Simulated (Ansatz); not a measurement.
# The cluster SnSe2: geometry, orbitals and charge

What does the cluster SnSe2 look like as a singlet, and where do its frontier electrons sit?

The runs use Ansatz 0.2.0, Gaussian basis; RKS PBE0-D4/def2-TZVP.

Levels to be run: relaxation at PBE-D4/def2-TZVP; a search for the lowest solution at PBE0-D4/def2-SVP; a single point at PBE0-D4/def2-TZVP.

4 further runs of the same task are left out: 4 set aside as unsound or not needed. Runs told in other sessions of the task aren't counted.

## Step 1: The starting structure

3 atoms, charge 0, spin multiplicity 1.

Atoms are counted from 1 here; the program's logs count them from 0.

Bond lengths: Sn1–Se2 2.501 Å, Sn1–Se3 2.500 Å, Se2–Se3 2.467 Å. Angles: Se2–Sn1–Se3 59.1°, Sn1–Se2–Se3 60.4°, Sn1–Se3–Se2 60.5°.

Geometry (Å):

```mol
Se2Sn
  3D, bonds by distance, orders not assigned

  3  3  0  0  0  0  0  0  0  0999 V2000
    0.4529    1.2419   -0.5969 Sn  0  0
    0.1487   -0.2265    1.4052 Se  0  0
   -0.6016   -1.0153   -0.8083 Se  0  0
  1  2  8  0
  1  3  8  0
  2  3  8  0
M  END
```

Sn takes a core potential in the def2 sets. No spin-orbit coupling is included.

The start is a GFN2-xTB geometry.

## Step 2: Optimising with PBE-D4/def2-TZVP

File in.yaml:

```yaml
crystal:
  periodic: [false, false, false]
  atoms:
    - {symbol: Sn, position_ang: [0.452910, 1.241890, -0.596880]}
    - {symbol: Se, position_ang: [0.148710, -0.226540, 1.405210]}
    - {symbol: Se, position_ang: [-0.601620, -1.015350, -0.808340]}
basis:
  gaussian: {orbitals: def2-TZVP}
hamiltonian: {xc: pbe, dispersion: d4}
scf: {lower_state_search: "off"}
output: {orbitals: {seedname: orbitals}}
relax: {f_tol: 0.02, max_steps: 100}
```

The run is started by

```
ansatz run in.yaml --threads 4 --pin off --events-out ev --progress --plain --max-ram 3916MiB
```

The runs that follow: Searching for the lowest solution, PBE0-D4/def2-SVP; Single point, PBE0-D4/def2-TZVP.

**Question.** What will the summary of the whole plan be? Wanted: point group; commonest bond; HOMO, LUMO at PBE0-D4/def2-TZVP; dipole at PBE-D4/def2-TZVP.

The runs gave:

| quantity | value |
| --- | --- |
| point group | C2v |
| commonest bond | Se–Sn, 2 of mean length 2.559 Å |
| HOMO, LUMO at PBE0-D4/def2-TZVP | -5.88, -2.91 eV |
| dipole at PBE-D4/def2-TZVP | 3.08 D |

**Reading.** The molecule keeps its bonding pattern by the stored test; the atoms moved 0.03 Å (rms). No usable vibrations, so a minimum isn't proven. Whether this spin is the lowest isn't tested here.
